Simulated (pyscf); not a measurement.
# Four-centre exchange: H₂P–PH₂ + water (H₂O) → HO–PH₂ + PH₃

Gas phase, singlet surface, charge 0. Bonds broken: P1–P2, O7–H8. Bonds formed: P1–O7, P2–H8. Optimised with ωB97X-D3(BJ)/def2-SVP in PySCF. Correlated levels are frozen-core, on RHF or UHF. ΔMP2 is the change of the MP2 total energy from the triple- to the quadruple-zeta basis.

Transition state (Å):

```xyz
9

P     -1.7100    -0.5624    -0.8976
P     -1.2447     0.8200     1.4002
H     -1.6133    -1.7099    -0.0733
H     -1.2813    -1.3107    -2.0711
H      0.0943     0.9786     1.8915
H     -1.2846     2.1288     0.8299
O      0.2088    -0.1034    -0.9765
H      0.1552     0.4374    -0.1070
H      0.4018     0.4987    -1.7190
```

One imaginary mode, 409i cm⁻¹; descent along it reached the two sides named.

| bond | change | reactant side (Å) | saddle | product side |
|---|---|---|---|---|
| P1–P2 | breaks | 2.212 | 2.7 | 4.2 |
| O7–H8 | breaks | 0.964 | 1.025 | 2.420 |
| P1–O7 | forms | 3.1 | 1.974 | 1.678 |
| P2–H8 | forms | 4.2 | 2.092 | 1.424 |

Electronic energies relative to the separated reactants (eV):

```
level                             barrier  reaction energy  reverse barrier
--------------------------------  -------  ---------------  ---------------
ωB97X-D3(BJ)/def2-TZVP               2.60            +0.23             2.37
PBE/def2-TZVP                        2.09            +0.23             1.86
r²SCAN/def2-TZVP                     2.27            +0.19             2.08
B3LYP-D3(BJ)/def2-TZVP               2.31            +0.14             2.18
PBE0-D3(BJ)/def2-TZVP                2.32            +0.25             2.07
M06-2X/def2-TZVP                     2.44            +0.12             2.32
ωB97M-D3(BJ)/def2-TZVP               2.43            +0.10             2.33
HF/def2-TZVP                         3.30            -0.07             3.37
MP2/def2-QZVPP                       2.55            +0.27             2.28
CCSD/def2-TZVPP                      2.73            +0.16             2.57
CCSD(T)/def2-TZVPP                   2.56            +0.19             2.37
CCSD(T)/def2-TZVPP + ΔMP2(QZVPP)     2.56            +0.22             2.34
```

With CCSD(T)/def2-TZVPP + ΔMP2(QZVPP) energies and thermal terms (ideal gas, 1 atm, RRHO with modes under 100 cm⁻¹ raised to 100, one conformer, R ln 2 for chiral ones without a mode under 150 cm⁻¹), in eV:

```json
[
 {"T (K)": "298", "ΔH‡": "2.52", "ΔG‡": "2.97", "ΔH": "+0.17", "ΔG": "+0.18"},
 {"T (K)": "600", "ΔH‡": "2.53", "ΔG‡": "3.41", "ΔH": "+0.15", "ΔG": "+0.20"},
 {"T (K)": "900", "ΔH‡": "2.56", "ΔG‡": "3.84", "ΔH": "+0.15", "ΔG": "+0.22"},
 {"T (K)": "1200", "ΔH‡": "2.59", "ΔG‡": "4.27", "ΔH": "+0.15", "ΔG": "+0.24"}
]
```

One saddle was located; it need not be the lowest between these sides. The CCSD(T) − MP2 part came from Ansatz, without density fitting, on the same reference.
